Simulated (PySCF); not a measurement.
# C2H2F4 (1,1,1,2-tetrafluoroethane): the cost of one run

Computed with PySCF 2.14.0, with density-fitted response routines of our own, on a single molecule in the gas phase. Atoms are numbered from 0 throughout.

### 1 Starting geometry

8 atoms, charge 0, multiplicity 1; geometry from: MMFF94s.

Bonds of the start (Å): F0–C1 1.36, C1–C2 1.51, C2–F3 1.35, C2–F4 1.35, C2–F5 1.36, C1–H6 1.09, C1–H7 1.09.

### 2 Geometry optimisation at PBE0-D3(BJ)/def2-SVP

The job: settings as JSON, then the geometry in Å.

```
{"job": {"xc": "PBE0", "basis": "def2-SVP", "d3": "d3bj", "grid": 1, "kind": "geom"}, "charge": 0, "multiplicity": 1}
F     -1.299282    -1.215571    -0.047191
C     -0.776753     0.041680    -0.092571
C      0.725853     0.012846     0.082167
F      1.082584    -0.517313     1.272297
F      1.330981    -0.698741    -0.893640
F      1.229581     1.269957     0.034635
H     -1.247378     0.627258     0.701911
H     -1.045587     0.479883    -1.057608
```

Started as:

```console
OMP_NUM_THREADS=1 python probes_run.py task.json out
```

One launch serves the whole session: the jobs run in the order shown.

**Question.** How long does this first job take on 1 thread of AMD EPYC 9R45, shared host, and how much memory does it need?

About 16 s, with a peak of 0.39 GiB.
